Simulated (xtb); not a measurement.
xtb input (GFN-FF):

```bash
xtb mol.xyz --gfnff --opt tight --chrg 0 --uhf 0
```
mol.xyz:
```
5

Si     0.00000000     0.00000000     0.00000000
Cl     1.15093841     1.17921709     1.18988796
Cl    -1.17036909    -1.19282125     1.15691797
Cl     1.19576949    -1.15392888    -1.17031150
Cl    -1.17633881     1.16753303    -1.17649443
```

End of the output:

```
         :::::::::::::::::::::::::::::::::::::::::::::::::::::
         ::                     SUMMARY                     ::
         :::::::::::::::::::::::::::::::::::::::::::::::::::::
         :: total energy              -0.195291038710 Eh    ::
         :: gradient norm              0.000001533113 Eh/a0 ::
         ::.................................................::
         :: bond energy               -0.212291111616 Eh    ::
         :: angle energy               0.014686645120 Eh    ::
         :: torsion energy             0.000000000000 Eh    ::
         :: repulsion energy           0.021445042096 Eh    ::
         :: electrostat energy        -0.014493235143 Eh    ::
         :: dispersion energy         -0.004638379166 Eh    ::
         :: HB energy                  0.000000000000 Eh    ::
         :: XB energy                  0.000000000000 Eh    ::
         :: bonded atm energy          0.000000000000 Eh    ::
         :: external energy            0.000000000000 Eh    ::
         :: add. restraining           0.000000000000 Eh    ::
         :: total charge               0.000000000000 e     ::
         :::::::::::::::::::::::::::::::::::::::::::::::::::::

           -------------------------------------------------
          |                Property Printout                |
           -------------------------------------------------

molecular dipole:
                 x           y           z       tot (Debye)
 q only:       -0.000       0.000       0.000       0.000
           -------------------------------------------------
          |                Geometry Summary                 |
           -------------------------------------------------

      molecular mass/u    :      169.8972490
   center of mass at/Å    :        0.0000000      -0.0000000      -0.0000000
  moments of inertia/u·Å² :        0.4149334E+03   0.4149334E+03   0.4149334E+03
rotational constants/cm⁻¹ :        0.4062732E-01   0.4062732E-01   0.4062732E-01

 * 4 selected distances

     #   Z          #   Z                                           value/Å
     1  14 Si       2  17 Cl                                      2.0949745 (min)
     1  14 Si       3  17 Cl                                      2.0949745
     1  14 Si       4  17 Cl                                      2.0949745 (max)
     1  14 Si       5  17 Cl                                      2.0949745

 * 1 distinct bonds (by element types)

   Z      Z             #   av. dist./Å        max./Å        min./Å
  14 Si  17 Cl          4     2.0949745     2.0949745     2.0949745

optimized geometry written to: xtbopt.xyz

           -------------------------------------------------
          | TOTAL ENERGY               -0.195291038710 Eh   |
          | GRADIENT NORM               0.000001533113 Eh/α |
           -------------------------------------------------
########################################################################
[WARNING] Runtime exception occurred
-1- gfnff_setup: Could not read topology file.
########################################################################

------------------------------------------------------------------------
------------------------------------------------------------------------
Note: The following floating-point exceptions are signalling: IEEE_UNDERFLOW_FLAG IEEE_DENORMAL
normal termination of xtb
 total:
 SCF:
 ANC optimizer:
```
